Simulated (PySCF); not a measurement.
System (SMILES): N#N (N2).
Geometry (B3LYP-D3(BJ)/def2-TZVP, fixed):
```xyz
2

N      0.0000     0.0000    -0.5454
N      0.0000     0.0000     0.5454
```

Basis-set convergence of the lowest singlet excitation energy at CAM-B3LYP with PySCF. Tamm-Dancoff approximation; the state is taken by its order, and sets in which it differs in degeneracy or brightness are left out, yet its character can still change. All functions are spherical. Density fitting with generated auxiliary sets. No added dispersion term, no relativity. Reference: the value in d-aug-cc-pVTZ, 9.603 eV, itself unsure by roughly 0.003 eV (its mean distance from aug-pcseg-3, aug-pcseg-2). Deviations are taken from unrounded values. Cost is core time over that of d-aug-cc-pVDZ, rough, on shared machines of one kind; a dash marks a row that isn't timed (too short, read off another run, short of memory, by another algorithm or on other hardware).

```tsv
basis	functions	lowest singlet excitation energy (eV)	minus reference (eV)	cost
STO-3G	10	9.401	-0.202	-
3-21G	18	9.346	-0.257	-
6-31G	18	9.309	-0.293	-
pcseg-0	18	9.438	-0.165	-
d-aug-cc-pVDZ	64	9.598	-0.005	1×
aug-pcseg-2	92	9.601	-0.002	3×
d-aug-cc-pVTZ	124	9.603	0.000	6×
aug-pcseg-3	170	9.599	-0.004	20×
```

The smallest set listed that lies within 0.05 eV of the reference with all its larger relatives (same family, alike in diffuse functions; a set with none counts only in the reference's own line) is d-aug-cc-pVDZ (64 functions, 1× in cost, -0.005 eV off).
